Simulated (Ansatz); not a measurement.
## Changing the shape of MgH, doublet

Program: Ansatz, Gaussian basis, development build. Basis def2-SVP, nonrelativistic, 1 orbital frozen in the corrections; active space CAS(3,3). Restricted Hartree–Fock, then the lowest state-specific CASSCF solution met for each case. Small basis; these aren't basis-limit values. On stretched bonds single-reference methods can fail or change state. Unlike active orbitals can shift such differences by tenths of an eV, at times by over 1 eV.

Case A: bond length 2.5950 Å. A bond is stretched, to 1.51 times the sum of the covalent radii.

Case B: bond length 5.1900 Å. A bond is stretched, to 3.02 times the sum of the covalent radii.

Case C: bond length 1.7300 Å.

Energy less that of case A, in eV:

```json
{"case": "B", "RHF/ROHF": "-0.091", "CASSCF": "+0.322"}
{"case": "C", "RHF/ROHF": "-1.220", "CASSCF": "-0.913"}
```

Problem. Give the SC-NEVPT2 energies against case A.

Solution. B: +0.354 eV (8.2 kcal/mol); C: -0.966 eV (-22.3 kcal/mol).

Problem. Which case is lowest, and do the methods agree?

Solution. C is lowest in SC-NEVPT2. Of the methods shown, RHF/ROHF, CASSCF agree.
